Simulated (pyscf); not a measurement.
Optimised with ωB97X-D3(BJ)/def2-SVP in PySCF.

Q: For F–SiH₂• (SMILES F[SiH2]) + H₂O (SMILES O) → HO–SiH•–F (SMILES O[SiH]F) + H₂ (SMILES [H][H]), a four-centre exchange (doublet surface; H–Si, H–O broken, O–Si, H–H formed), PBE/def2-TZVP gives ΔE‡ = 17.8 kcal/mol and ΔE = -21.3 kcal/mol (zero: the separated reactants). In which direction and how far do PBE0-D3(BJ)/def2-TZVP, M06-2X/def2-TZVP, ωB97M-D3(BJ)/def2-TZVP move these?

A: PBE0-D3(BJ): ΔE‡ = 21.1 kcal/mol, ΔE = -20.6 kcal/mol; M06-2X: ΔE‡ = 24.1 kcal/mol, ΔE = -24.2 kcal/mol; ωB97M-D3(BJ): ΔE‡ = 23.0 kcal/mol, ΔE = -21.6 kcal/mol. PBE's barrier lies under all of them, by 3.3 to 6.3 kcal/mol. Its reaction energy lies among theirs. Low barriers are usual for a GGA, whose delocalisation error favours stretched bonds. The same reactants have a lower exit, to HO–SiH₂–F + H• (barrier +17.2 kcal/mol at ωB97M-D3(BJ)/def2-TZVP, against +23.0 kcal/mol here). This is the saddle that the search found; another between the same sides may lie lower.
